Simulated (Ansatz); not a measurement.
CHLiSi, singlet: a trajectory.

in.yaml

```yaml
crystal:
  periodic: [false, false, false]
  atoms:
    - {symbol: Li, position_ang: [-1.571450, 1.337060, -1.058550]}
    - {symbol: C, position_ang: [-1.011890, 0.001120, 0.135520]}
    - {symbol: Si, position_ang: [0.632660, -0.395510, 0.291800]}
    - {symbol: H, position_ang: [1.950690, -0.942680, 0.631230]}
basis:
  gaussian: {orbitals: def2-SVP}
hamiltonian: {xc: pbe0, dispersion: d4}
md: {n_steps: 40, timestep: 0.25, temperature: 200, ensemble: nve, seed: 783, initial_velocities: maxwell_boltzmann}
```

Run by:

```bash
ansatz run in.yaml --threads 2 --pin off --events-out ev --progress --plain --max-ram 3481MiB
```

The run's output (Ansatz 0.2.0):

```
Functional definition: PBE0
  name "PBE0"
  cite "Adamo & Barone, J. Chem. Phys. 110, 6158 (1999) doi:10.1063/1.478522"
  cite "Perdew, Burke & Ernzerhof, Phys. Rev. Lett. 77, 3865 (1996) doi:10.1103/PhysRevLett.77.3865"
  parent pbe
  parameter a = 0.25
  parameter kappa = 0.804
  parameter beta = 0.06672455060314922
  exchange = (1 - a)*pbe_x(kappa = kappa, mu = beta*pi^2/3) + a*exact_x
  correlation = pbe_c(beta = beta)
532 factors; integrals over basis functions are off by at most 3.5e-4 eV
mean field evaluation 1: about -9105.1005 eV, gradient 7.5e1 eV
mean field evaluation 2: about -9019.0760 eV, gradient 1.3e2 eV
mean field evaluation 4: about -9122.1500 eV, gradient 8.8e0 eV
mean field evaluation 8: about -9122.4827 eV, gradient 8.4e-2 eV
mean field -9122.48270169 eV, -335.2450558464 hartree, gradient 4.3e-5 eV, S^2 0.000000; 0 other end points of the search recorded, 0 dependent functions left out
the calculation of the forces begins
reference -9122.48273028 eV, -335.2450568968 hartree; 12, 12 occupied and 34, 34 virtual orbitals, 532 factors
md step     0: t =     0.00 fs  T =   200.0 K  F+E_penalty+E_count = -9122.54184221 eV  E_kin = 0.051704 eV  conserved = -9122.49013821 eV  (24 SCF iters)
md step     1: t =     0.25 fs  T =   196.0 K  F+E_penalty+E_count = -9122.54080421 eV  E_kin = 0.050666 eV  conserved = -9122.49013805 eV  (19 SCF iters)
md step     2: t =     0.50 fs  T =   193.3 K  F+E_penalty+E_count = -9122.54010566 eV  E_kin = 0.049967 eV  conserved = -9122.49013864 eV  (19 SCF iters)
md step     3: t =     0.75 fs  T =   191.9 K  F+E_penalty+E_count = -9122.53973857 eV  E_kin = 0.049599 eV  conserved = -9122.49013993 eV  (18 SCF iters)
md step     4: t =     1.00 fs  T =   191.6 K  F+E_penalty+E_count = -9122.53968375 eV  E_kin = 0.049542 eV  conserved = -9122.49014191 eV  (19 SCF iters)
md step     5: t =     1.25 fs  T =   192.5 K  F+E_penalty+E_count = -9122.53991208 eV  E_kin = 0.049768 eV  conserved = -9122.49014432 eV  (19 SCF iters)
md step     6: t =     1.50 fs  T =   194.3 K  F+E_penalty+E_count = -9122.54038673 eV  E_kin = 0.050240 eV  conserved = -9122.49014701 eV  (19 SCF iters)
md step     7: t =     1.75 fs  T =   196.9 K  F+E_penalty+E_count = -9122.54106538 eV  E_kin = 0.050915 eV  conserved = -9122.49014998 eV  (19 SCF iters)
md step     8: t =     2.00 fs  T =   200.2 K  F+E_penalty+E_count = -9122.54190225 eV  E_kin = 0.051749 eV  conserved = -9122.49015300 eV  (19 SCF iters)
md step     9: t =     2.25 fs  T =   203.8 K  F+E_penalty+E_count = -9122.54285074 eV  E_kin = 0.052695 eV  conserved = -9122.49015593 eV  (19 SCF iters)
md step    10: t =     2.50 fs  T =   207.7 K  F+E_penalty+E_count = -9122.54386560 eV  E_kin = 0.053707 eV  conserved = -9122.49015860 eV  (23 SCF iters)
md step    11: t =     2.75 fs  T =   211.8 K  F+E_penalty+E_count = -9122.54490496 eV  E_kin = 0.054744 eV  conserved = -9122.49016089 eV  (23 SCF iters)
md step    12: t =     3.00 fs  T =   215.7 K  F+E_penalty+E_count = -9122.54593199 eV  E_kin = 0.055769 eV  conserved = -9122.49016277 eV  (23 SCF iters, 3 dispersion substeps)
md step    13: t =     3.25 fs  T =   219.5 K  F+E_penalty+E_count = -9122.54691616 eV  E_kin = 0.056752 eV  conserved = -9122.49016421 eV  (23 SCF iters, 3 dispersion substeps)
md step    14: t =     3.50 fs  T =   223.1 K  F+E_penalty+E_count = -9122.54783412 eV  E_kin = 0.057669 eV  conserved = -9122.49016517 eV  (23 SCF iters, 3 dispersion substeps)
md step    15: t =     3.75 fs  T =   226.3 K  F+E_penalty+E_count = -9122.54867010 eV  E_kin = 0.058504 eV  conserved = -9122.49016565 eV  (23 SCF iters, 3 dispersion substeps)
md step    16: t =     4.00 fs  T =   229.2 K  F+E_penalty+E_count = -9122.54941594 eV  E_kin = 0.059250 eV  conserved = -9122.49016568 eV  (23 SCF iters, 3 dispersion substeps)
md step    17: t =     4.25 fs  T =   231.7 K  F+E_penalty+E_count = -9122.55007112 eV  E_kin = 0.059905 eV  conserved = -9122.49016576 eV  (23 SCF iters, 3 dispersion substeps)
md step    18: t =     4.50 fs  T =   233.9 K  F+E_penalty+E_count = -9122.55064028 eV  E_kin = 0.060475 eV  conserved = -9122.49016498 eV  (23 SCF iters, 3 dispersion substeps)
md step    19: t =     4.75 fs  T =   235.8 K  F+E_penalty+E_count = -9122.55113524 eV  E_kin = 0.060971 eV  conserved = -9122.49016397 eV  (23 SCF iters, 3 dispersion substeps)
md step    20: t =     5.00 fs  T =   237.5 K  F+E_penalty+E_count = -9122.55157166 eV  E_kin = 0.061409 eV  conserved = -9122.49016274 eV  (23 SCF iters, 3 dispersion substeps)
md step    21: t =     5.25 fs  T =   239.1 K  F+E_penalty+E_count = -9122.55196862 eV  E_kin = 0.061807 eV  conserved = -9122.49016143 eV  (23 SCF iters, 3 dispersion substeps)
md step    22: t =     5.50 fs  T =   240.5 K  F+E_penalty+E_count = -9122.55234708 eV  E_kin = 0.062187 eV  conserved = -9122.49016011 eV  (25 SCF iters, 3 dispersion substeps)
md step    23: t =     5.75 fs  T =   242.0 K  F+E_penalty+E_count = -9122.55272868 eV  E_kin = 0.062570 eV  conserved = -9122.49015883 eV  (23 SCF iters, 3 dispersion substeps)
md step    24: t =     6.00 fs  T =   243.6 K  F+E_penalty+E_count = -9122.55313449 eV  E_kin = 0.062977 eV  conserved = -9122.49015770 eV  (19 SCF iters, 3 dispersion substeps)
md step    25: t =     6.25 fs  T =   245.3 K  F+E_penalty+E_count = -9122.55358386 eV  E_kin = 0.063427 eV  conserved = -9122.49015678 eV  (19 SCF iters, 3 dispersion substeps)
md step    26: t =     6.50 fs  T =   247.3 K  F+E_penalty+E_count = -9122.55409333 eV  E_kin = 0.063937 eV  conserved = -9122.49015611 eV  (19 SCF iters, 3 dispersion substeps)
md step    27: t =     6.75 fs  T =   249.6 K  F+E_penalty+E_count = -9122.55467570 eV  E_kin = 0.064520 eV  conserved = -9122.49015573 eV  (19 SCF iters, 3 dispersion substeps)
md step    28: t =     7.00 fs  T =   252.1 K  F+E_penalty+E_count = -9122.55533929 eV  E_kin = 0.065184 eV  conserved = -9122.49015566 eV  (19 SCF iters, 3 dispersion substeps)
md step    29: t =     7.25 fs  T =   255.0 K  F+E_penalty+E_count = -9122.55608737 eV  E_kin = 0.065931 eV  conserved = -9122.49015594 eV  (19 SCF iters, 3 dispersion substeps)
md step    30: t =     7.50 fs  T =   258.2 K  F+E_penalty+E_count = -9122.55691773 eV  E_kin = 0.066761 eV  conserved = -9122.49015657 eV  (19 SCF iters, 3 dispersion substeps)
md step    31: t =     7.75 fs  T =   261.7 K  F+E_penalty+E_count = -9122.55782250 eV  E_kin = 0.067665 eV  conserved = -9122.49015756 eV  (19 SCF iters, 3 dispersion substeps)
md step    32: t =     8.00 fs  T =   265.5 K  F+E_penalty+E_count = -9122.55878807 eV  E_kin = 0.068629 eV  conserved = -9122.49015890 eV  (19 SCF iters, 3 dispersion substeps)
md step    33: t =     8.25 fs  T =   269.4 K  F+E_penalty+E_count = -9122.55979533 eV  E_kin = 0.069635 eV  conserved = -9122.49016051 eV  (22 SCF iters, 3 dispersion substeps)
md step    34: t =     8.50 fs  T =   273.3 K  F+E_penalty+E_count = -9122.56082000 eV  E_kin = 0.070658 eV  conserved = -9122.49016235 eV  (22 SCF iters, 3 dispersion substeps)
md step    35: t =     8.75 fs  T =   277.2 K  F+E_penalty+E_count = -9122.56183305 eV  E_kin = 0.071669 eV  conserved = -9122.49016434 eV  (23 SCF iters, 3 dispersion substeps)
md step    36: t =     9.00 fs  T =   281.0 K  F+E_penalty+E_count = -9122.56280194 eV  E_kin = 0.072635 eV  conserved = -9122.49016661 eV  (23 SCF iters, 3 dispersion substeps)
md step    37: t =     9.25 fs  T =   284.4 K  F+E_penalty+E_count = -9122.56369089 eV  E_kin = 0.073522 eV  conserved = -9122.49016899 eV  (23 SCF iters, 3 dispersion substeps)
md step    38: t =     9.50 fs  T =   287.4 K  F+E_penalty+E_count = -9122.56446255 eV  E_kin = 0.074291 eV  conserved = -9122.49017156 eV  (23 SCF iters, 3 dispersion substeps)
md step    39: t =     9.75 fs  T =   289.7 K  F+E_penalty+E_count = -9122.56507858 eV  E_kin = 0.074905 eV  conserved = -9122.49017392 eV  (23 SCF iters, 3 dispersion substeps)
md step    40: t =    10.00 fs  T =   291.4 K  F+E_penalty+E_count = -9122.56550197 eV  E_kin = 0.075326 eV  conserved = -9122.49017614 eV  (25 SCF iters, 3 dispersion substeps)
Total energy: -9122.56553039 eV, -335.2480997449 hartree
Atom 0 at    -1.601445     1.309392    -1.032831 Å, force    -0.142245     0.293834    -0.232746 eV/Å
Atom 1 at    -0.960259     0.017216     0.104190 Å, force    -0.502528    -0.219937     0.244393 eV/Å
Atom 2 at     0.618646    -0.390339     0.300389 Å, force     1.003845    -0.156881    -0.052798 eV/Å
Atom 3 at     1.932438    -1.088058     0.588170 Å, force    -0.359071     0.082984     0.041150 eV/Å
Dipole moment:    -0.206726     0.722889    -0.692143 e Å

[the SCF lines of later steps are left out]
```

The lines “mean field evaluation” count trial sets of orbitals through the whole run, from several starts and some on an approximate energy, so they need not fall steadily or lie above the final value.

The run took about 2.5 min on 2 CPU threads of an Intel Xeon (shared host).
